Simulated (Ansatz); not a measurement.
Ansatz (a first-principles code) input (B3LYP-D3(BJ)/def2-TZVP):

Ansatz 0.2 input:
```yaml
crystal:
  periodic: [false, false, false]
  atoms:
    - {symbol: B, position_ang: [-0.00269306, 0.50230670, -0.01136945]}
    - {symbol: F, position_ang: [1.14286566, -0.13323795, 0.01059612]}
    - {symbol: F, position_ang: [-1.14136952, -0.14582133, -0.00427976]}
basis:
  gaussian:
    orbitals: def2-TZVP
hamiltonian:
  xc: b3lyp
  dispersion: d3bj
magnetization: {spin_polarized: true, initial_magnetization: 1}
phonons: {temperatures: {t_min: 298.15, t_max: 298.15, t_step: 100}}
```

Output:

```
Functional definition: B3LYP
integrals: 0.01 GiB planned
481 factors; their error is unknown
mean field: 0.26 GiB planned
mean field evaluation 1: about -6111.6365 eV, gradient 2.8e1 eV
mean field evaluation 2: about -6108.1852 eV, gradient 4.6e1 eV
mean field evaluation 4: about -6113.7144 eV, gradient 4.7e-1 eV
mean field evaluation 8: about -6113.7359 eV, gradient 4.3e-3 eV
mean field -6113.73592058 eV, -224.6756510421 hartree, gradient 2.8e-5 eV, S^2 0.751380; 0 other end points of the search recorded, 0 dependent functions left out
the calculation of the forces begins
reference -6113.73610571 eV, -224.6756578457 hartree; 12, 11 occupied and 81, 82 virtual orbitals, 481 factors
these checks for a lower state are left out or cut short: stability, starts, cluster_reference, orbital_swaps, neighbouring_geometries, increment
integrals: 0.01 GiB planned
481 factors; their error is unknown
mean field: 0.26 GiB planned
mean field evaluation 16: about -6113.7156 eV, gradient 1.6e-1 eV
mean field -6113.73582554 eV, -224.6756475496 hartree, gradient 1.1e-6 eV, S^2 0.751379; 0 other end points of the search recorded, 0 dependent functions left out
the calculation of the forces begins
reference -6113.73601077 eV, -224.6756543566 hartree; 12, 11 occupied and 81, 82 virtual orbitals, 481 factors
these checks for a lower state are left out or cut short: stability, starts, cluster_reference, orbital_swaps, neighbouring_geometries, increment
integrals: 0.01 GiB planned
481 factors; their error is unknown
mean field: 0.26 GiB planned
mean field -6113.73582918 eV, -224.6756476834 hartree, gradient 2.4e-6 eV, S^2 0.751382; 0 other end points of the search recorded, 0 dependent functions left out
the calculation of the forces begins
reference -6113.73601422 eV, -224.6756544836 hartree; 12, 11 occupied and 81, 82 virtual orbitals, 481 factors
these checks for a lower state are left out or cut short: stability, starts, cluster_reference, orbital_swaps, neighbouring_geometries, increment
integrals: 0.01 GiB planned
481 factors; their error is unknown
mean field: 0.26 GiB planned
mean field evaluation 32: about -6113.7358 eV, gradient 1.0e-1 eV
mean field -6113.73588107 eV, -224.6756495902 hartree, gradient 2.0e-6 eV, S^2 0.751379; 0 other end points of the search recorded, 0 dependent functions left out
the calculation of the forces begins
reference -6113.73606628 eV, -224.6756563967 hartree; 12, 11 occupied and 81, 82 virtual orbitals, 481 factors
these checks for a lower state are left out or cut short: stability, starts, cluster_reference, orbital_swaps, neighbouring_geometries, increment
integrals: 0.01 GiB planned
481 factors; their error is unknown
mean field: 0.26 GiB planned
mean field -6113.73588367 eV, -224.6756496860 hartree, gradient 2.1e-6 eV, S^2 0.751381; 0 other end points of the search recorded, 0 dependent functions left out
the calculation of the forces begins
reference -6113.73606873 eV, -224.6756564867 hartree; 12, 11 occupied and 81, 82 virtual orbitals, 481 factors
these checks for a lower state are left out or cut short: stability, starts, cluster_reference, orbital_swaps, neighbouring_geometries, increment
integrals: 0.01 GiB planned
481 factors; their error is unknown
mean field: 0.26 GiB planned
mean field -6113.73586882 eV, -224.6756491403 hartree, gradient 7.1e-7 eV, S^2 0.751382; 0 other end points of the search recorded, 0 dependent functions left out
the calculation of the forces begins
reference -6113.73605395 eV, -224.6756559435 hartree; 12, 11 occupied and 81, 82 virtual orbitals, 481 factors
these checks for a lower state are left out or cut short: stability, starts, cluster_reference, orbital_swaps, neighbouring_geometries, increment
integrals: 0.01 GiB planned
481 factors; their error is unknown
mean field: 0.26 GiB planned
mean field -6113.73586077 eV, -224.6756488442 hartree, gradient 5.5e-7 eV, S^2 0.751378; 0 other end points of the search recorded, 0 dependent functions left out
the calculation of the forces begins
reference -6113.73604592 eV, -224.6756556482 hartree; 12, 11 occupied and 81, 82 virtual orbitals, 481 factors
Total energy: -6113.77102690 eV, -224.6769411758 hartree
Atom 0 at    -0.002693     0.502307    -0.011369 Å, force    -0.000005     0.000990    -0.000022 eV/Å
Atom 1 at     1.142866    -0.133238     0.010596 Å, force     0.000482    -0.000492     0.000014 eV/Å
Atom 2 at    -1.141370    -0.145821    -0.004280 Å, force    -0.000476    -0.000497     0.000008 eV/Å
Dipole moment:    -0.000337     0.062858    -0.001423 e Å
Vibrations: 518.89 1156.76 1419.85 cm⁻¹, zero-point energy 0.191896 eV
```

It need not be the lowest isomer of its formula.
